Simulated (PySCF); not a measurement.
PH under electron impact: the energy ladder

CCSD(T) extrapolated to the basis-set limit (PySCF; PH CCSD(T)/CBS(TQ)+CV+SR, PH⁺ CCSD(T)/CBS(TQ)+CV+SR, PH⁻ CCSD(T)/CBS(TQ)+CV+SR; CV core-valence, SR scalar-relativistic term); no spin–orbit coupling.

```json
{"species": "PH", "state (unpaired electrons)": "triplet (π ↑↑)", "Re (Å)": "1.422", "ωe (cm⁻¹)": "2373", "energy of the minimum from the neutral (eV)": "0.00", "De (eV)": "3.19", "dissociates to": "P + H"}
{"species": "PH⁺", "state (unpaired electrons)": "doublet (π ↑)", "Re (Å)": "1.424", "ωe (cm⁻¹)": "2390", "energy of the minimum from the neutral (eV)": "10.18", "De (eV)": "3.53", "dissociates to": "P⁺ + H"}
{"species": "PH⁻", "state (unpaired electrons)": "doublet (π ↑)", "Re (Å)": "1.434", "ωe (cm⁻¹)": "2269", "energy of the minimum from the neutral (eV)": "-1.01", "De (eV)": "3.45", "dissociates to": "P + H⁻"}
```

Work out the lowest energy to break PH into atoms, from its vibrational ground state.

D0 = De − ωe/2 = 3.19 − 0.15 = 3.04 eV (composite CCSD(T)).

Work out the ionisation energy of the P atom at this level and the threshold of dissociative ionisation.

IE(P) = 10.18 + 3.53 − 3.19 = 10.52 eV, so P⁺ + H + e⁻ appears at D0 + IE(P) = 13.56 eV (composite CCSD(T)). The measured IE(P) is 10.487 eV (NIST ASD).

Work out the electron affinity of the H atom and the threshold of dissociative attachment.

EA(H) = 3.19 − 3.45 − (-1.01) = 0.75 eV, so P + H⁻ needs D0 − EA(H) = 2.29 eV (composite CCSD(T)). The measured EA(H) is 0.754 eV.

At which energy does ion-pair formation open?

P⁺ + H⁻ lies at D0 + IE(P) − EA(H) = 12.81 eV (composite CCSD(T)).

These are thermodynamic thresholds; the onsets seen under electron impact lie higher where the geometry changes, and cross-sections peak well above them.

For an ion De counts to the pair picked by the measured ionisation energies or electron affinities, which need not be the lowest pair at this level. States were picked by a PBE0 search and need not be the measured ground states.
